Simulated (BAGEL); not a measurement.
# A workflow on singlet SiNH4O+

Aim: the energy (singlet SiNH4O+, HF/aug-cc-pVDZ), then energy and forces (doublet SiNH4O, CASSCF(3,3)/aug-cc-pVDZ) of H4NOSi. 

Program for the calculation: BAGEL 1.2.2.

7 further runs of the same task are left out: 2 that didn't finish, 5 set aside as unsound or not needed.

## 1. The system as given

SiNH4O+ has 7 atoms, charge +1, and is taken as a singlet. As SMILES of the parent species, `N[SiH]O`. The shape is that of a PBE0-D4/def2-TZVP optimisation. This is one conformer, not always the lowest. That shape belongs to the parent species and isn't relaxed for this state.

Bond lengths: N1–Si2 1.723 Å, Si2–O3 1.649 Å, N1–H4 1.008 Å, N1–H5 1.009 Å, Si2–H6 1.500 Å, O3–H7 0.961 Å. Angles: N1–Si2–O3 109.4°, N1–Si2–H6 104.3°, O3–Si2–H6 112.7°, Si2–N1–H4 120.5°, Si2–N1–H5 118.7°, Si2–O3–H7 115.8°, H4–N1–H5 110.8°.

## 2. The energy at HF/aug-cc-pVDZ (density fitting with cc-pvdz-jkfit) (run 1)

input.json reads:

```json
{ "bagel" : [

{
  "title" : "molecule",
  "basis" : "aug-cc-pvdz.json",
  "df_basis" : "cc-pvdz-jkfit",
  "angstrom" : true,
  "geometry" : [
    { "atom" : "N", "xyz" : [   -0.694900,    0.548300,   -0.575200 ] },
    { "atom" : "Si", "xyz" : [    0.293100,    0.159000,    0.781300 ] },
    { "atom" : "O", "xyz" : [    1.622900,   -0.672400,    0.270300 ] },
    { "atom" : "H", "xyz" : [   -0.355900,    1.168100,   -1.294800 ] },
    { "atom" : "H", "xyz" : [   -1.685800,    0.673200,   -0.432900 ] },
    { "atom" : "H", "xyz" : [   -0.599100,   -0.661900,    1.664700 ] },
    { "atom" : "H", "xyz" : [    1.480900,   -1.282400,   -0.459000 ] }
  ]
},
{
  "title" : "hf",
  "charge" : 1
},
{
  "title" : "print",
  "file" : "orbitals.molden",
  "orbitals" : true
}

]}
```

The basis set aug-cc-pVDZ is read from a file made from the Basis Set Exchange's data (not shown).

The run is started by

```bash
$ BAGEL_NUM_THREADS=1 BAGEL input.json > input.out
```

What it wrote:

```text
* using 1 threads per process

  ===============================================================
  ===============================================================

  *** Geometry ***

  { "atom" : "N", "xyz" : [     -1.313171,      1.036137,     -1.086970 ] },
  { "atom" : "Si", "xyz" : [      0.553879,      0.300466,      1.476443 ] },
  { "atom" : "O", "xyz" : [      3.066837,     -1.270652,      0.510793 ] },
  { "atom" : "H", "xyz" : [     -0.672554,      2.207389,     -2.446817 ] },
  { "atom" : "H", "xyz" : [     -3.185700,      1.272164,     -0.818062 ] },
  { "atom" : "H", "xyz" : [     -1.132135,     -1.250810,      3.145827 ] },
  { "atom" : "H", "xyz" : [      2.798495,     -2.423385,     -0.867384 ] },

  Number of auxiliary basis functions:      344

  Since a DF basis is specified, we compute 2- and 3-index integrals:
    o Being stored without compression. Storage requirement is 0.033 GB

  Number of basis functions:      109
  Number of electrons      :       33

    * METHOD: MOLECULE                             0.19

  *** RHF ***

  === Nuclear Repulsion ===
   111.0336687933

      * DIIS with orbital gradients will be used.

  === RHF iteration (aug-cc-pvdz.json) ===
      0       -419.88402268          0.02502151           0.06
      1       -420.11103987          0.02200891           0.06
      2       -420.33577493          0.00234401           0.06
      3       -420.33887305          0.00074500           0.06
      4       -420.33921872          0.00024846           0.06
      5       -420.33927250          0.00007454           0.06
      6       -420.33927921          0.00002546           0.06
      7       -420.33928053          0.00000899           0.06
      8       -420.33928070          0.00000240           0.06
      9       -420.33928071          0.00000078           0.06
     10       -420.33928071          0.00000037           0.06
     11       -420.33928071          0.00000014           0.06
     12       -420.33928071          0.00000005           0.06
     13       -420.33928071          0.00000002           0.06
     14       -420.33928071          0.00000001           0.05
    * SCF iteration converged.

    * Permanent dipole moment:
           (    0.810704,    -0.769752,    -0.253362) a.u.

    * METHOD: HF                                   1.04

    * METHOD: PRINT                                0.03

  ===============================================================
```

It took 1.6 s on 1 thread of Intel Xeon Platinum 8488C (Sapphire Rapids), shared host; peak memory 0.1 GiB.

## 3. Doublet neutral SiNH4O: energy and forces at CASSCF(3,3)/aug-cc-pVDZ (density fitting with cc-pvdz-jkfit, 2 states averaged) (run 2)

job.json reads:

```json
{ "bagel": [

{
  "title": "molecule",
  "basis": "aug-cc-pvdz.json",
  "df_basis": "cc-pvdz-jkfit",
  "angstrom": true,
  "geometry": [
    { "atom": "N", "xyz": [      -0.694900,       0.548300,      -0.575200 ] },
    { "atom": "Si", "xyz": [       0.293100,       0.159000,       0.781300 ] },
    { "atom": "O", "xyz": [       1.622900,      -0.672400,       0.270300 ] },
    { "atom": "H", "xyz": [      -0.355900,       1.168100,      -1.294800 ] },
    { "atom": "H", "xyz": [      -1.685800,       0.673200,      -0.432900 ] },
    { "atom": "H", "xyz": [      -0.599100,      -0.661900,       1.664700 ] },
    { "atom": "H", "xyz": [       1.480900,      -1.282400,      -0.459000 ] }
  ]
},

{
  "title": "hf",
  "charge": 1
},

{
  "title": "force",
  "target": 0,
  "method": [
    {
      "title": "casscf",
      "nstate": 2,
      "nact": 3,
      "nclosed": 15,
      "nspin": 1,
      "active": [11, 17, 18],
      "maxiter": 200,
      "natocc": true
    }
  ]
}

]}
```

The basis set aug-cc-pVDZ is read from a file made from the Basis Set Exchange's data (not shown).

The run is started by

```bash
$ BAGEL_NUM_THREADS=1 BAGEL job.json > job.out
```

What it wrote:

```text
* using 1 threads per process

  ===============================================================
  ===============================================================

  *** Geometry ***

  { "atom" : "N", "xyz" : [     -1.313171,      1.036137,     -1.086970 ] },
  { "atom" : "Si", "xyz" : [      0.553879,      0.300466,      1.476443 ] },
  { "atom" : "O", "xyz" : [      3.066837,     -1.270652,      0.510793 ] },
  { "atom" : "H", "xyz" : [     -0.672554,      2.207389,     -2.446817 ] },
  { "atom" : "H", "xyz" : [     -3.185700,      1.272164,     -0.818062 ] },
  { "atom" : "H", "xyz" : [     -1.132135,     -1.250810,      3.145827 ] },
  { "atom" : "H", "xyz" : [      2.798495,     -2.423385,     -0.867384 ] },

  Number of auxiliary basis functions:      344

  Since a DF basis is specified, we compute 2- and 3-index integrals:
    o Being stored without compression. Storage requirement is 0.033 GB

  Number of basis functions:      109
  Number of electrons      :       33

    * METHOD: MOLECULE                             0.15

  *** RHF ***

  === Nuclear Repulsion ===
   111.0336687933

      * DIIS with orbital gradients will be used.

  === RHF iteration (aug-cc-pvdz.json) ===
      0       -419.88402268          0.02502151           0.06
      1       -420.11103987          0.02200891           0.06
      2       -420.33577493          0.00234401           0.06
      3       -420.33887305          0.00074500           0.05
      4       -420.33921872          0.00024846           0.05
      5       -420.33927250          0.00007454           0.06
      6       -420.33927921          0.00002546           0.06
      7       -420.33928053          0.00000899           0.06
      8       -420.33928070          0.00000240           0.06
      9       -420.33928071          0.00000078           0.06
     10       -420.33928071          0.00000037           0.06
     11       -420.33928071          0.00000014           0.06
     12       -420.33928071          0.00000005           0.06
     13       -420.33928071          0.00000002           0.05
     14       -420.33928071          0.00000001           0.05
    * SCF iteration converged.

    * Permanent dipole moment:
           (    0.810704,    -0.769752,    -0.253362) a.u.

    * METHOD: HF                                   0.99

  The gradients will be computed analytically.
  ---------------------------
      CASSCF calculation
  ---------------------------

    ==== Active orbitals : =====
         Orbital 11
         Orbital 17
         Orbital 18
    ============================

    * nstate   :      2
    * nclosed  :     15
    * nact     :      3
    * nvirt    :     91
  === CASSCF iteration (aug-cc-pvdz.json) ===

    * Using the second-order algorithm

      0  0      -420.58674597     6.53e-03      0.03
      0  1      -420.44246912     0.00e+00      0.03

      1  0      -420.61036628     2.08e-04      0.56
      1  1      -420.43772081     0.00e+00      0.56

      2  0      -420.61407447     5.63e-04      0.52
      2  1      -420.44115999     0.00e+00      0.52

      3  0      -420.61600937     6.73e-04      0.46
[... 78 lines of this table left out ...]
     29  1      -420.45242120     0.00e+00      0.40

     30  0      -420.61419232     7.54e-09      0.42
     30  1      -420.45242121     0.00e+00      0.42

    * Second-order optimization converged. *

     guess   0:   closed 1..                  open .1.
     guess   1:   closed 1..                  open ..1

  === FCI iteration ===

      0  0      -420.60415680     1.83e-02      0.00
      0  1      -420.43549624     2.71e-02      0.00

      1  0      -420.61414097     1.80e-03      0.00
      1  1      -420.45218433     3.33e-03      0.00

      2  0      -420.61419137     2.16e-04      0.00
      2  1      -420.45241488     4.14e-04      0.00

      3  0 *    -420.61419232     1.99e-15      0.00
      3  1 *    -420.45242121     3.47e-15      0.00

     * ci vector, state   0, <S^2> = 0.7500
       2a.     0.9754132227
       a2.     0.1758902868
       2.a    -0.1251748282

     * ci vector, state   1, <S^2> = 0.7500
       2.a     0.9608556663
       .2a    -0.1675434507
       2a.     0.1352751022
       baa    -0.1121670754
       aba    -0.0960410470
       a2.    -0.0880038314
    * Permanent dipole moment: Unrelaxed
           (    0.617465,    -0.108038,     0.641145) a.u.

  === CASSCF Z-vector iteration ===

         0      0.0004026149     0.0050724324      0.08
         1      0.0001582163     0.0024367769      0.09
         2      0.0000706480     0.0025178441      0.08
         3      0.0000446415     0.0025118802      0.08
         4      0.0000424480     0.0025286609      0.08
         5      0.0000457645     0.0023513990      0.09
         6      0.0000427330     0.0017855990      0.09
         7      0.0000293051     0.0011987409      0.10
         8      0.0000184946     0.0008800395      0.10
         9      0.0000130645     0.0005226105      0.10
[... 14 lines of this table left out ...]
        24      0.0000000022     0.0000000358      0.09
        25      0.0000000012     0.0000000265      0.08
        26      0.0000000006     0.0000000126      0.08
        27      0.0000000002     0.0000000038      0.08
    * Permanent dipole moment: Relaxed
           (    0.678158,    -0.143755,     0.834819) a.u.

  * Nuclear energy gradient

    o Atom   0
        x          0.0084540163
        y         -0.0089718314
        z          0.0117789525
    o Atom   1
        x          0.0139687163
        y         -0.0020902915
        z         -0.0079249655
    o Atom   2
        x         -0.0092359531
        y          0.0186902373
        z          0.0188978744
    o Atom   3
        x          0.0035746631
        y          0.0056411733
        z         -0.0081513543
    o Atom   4
        x         -0.0114125347
        y          0.0012382333
        z          0.0009793667
    o Atom   5
        x         -0.0018330248
        y         -0.0023588286
        z         -0.0019662114
    o Atom   6
        x         -0.0035158831
        y         -0.0121486924
        z         -0.0136136623
  * Gradient computed with                              4.52

    * METHOD: FORCE                               19.12

  ===============================================================
```

Wall time 21 s (1 thread of Intel Xeon Platinum 8488C (Sapphire Rapids), shared host); peak memory 0.14 GiB.

## 4. Results

```
                                                                 quantity          value
                                      run 1, HF/aug-cc-pVDZ: total energy  -420.33928 Eh
                                       run 1, HF/aug-cc-pVDZ: HOMO energy      -18.04 eV
                                       run 1, HF/aug-cc-pVDZ: LUMO energy       -6.73 eV
                                     run 1, HF/aug-cc-pVDZ: HOMO–LUMO gap       11.30 eV
                  doublet neutral SiNH4O: energy of the lowest of 2 roots  -420.61419 Eh
                      doublet neutral SiNH4O: dipole moment (lowest root)         2.76 D
                         doublet neutral SiNH4O: largest force on an atom     1.447 eV/Å
doublet neutral SiNH4O: lowest excitation energy within this active space        4.40 eV
```

**Reading.** The orbitals (doublet neutral SiNH4O) are averaged over several states, so each root lies above its own optimum (it can stand above Hartree-Fock), and forces and dipoles share that bias. The largest force (doublet neutral SiNH4O) is 1.45 eV/Å: the shape isn't a stationary point for this species at this level.
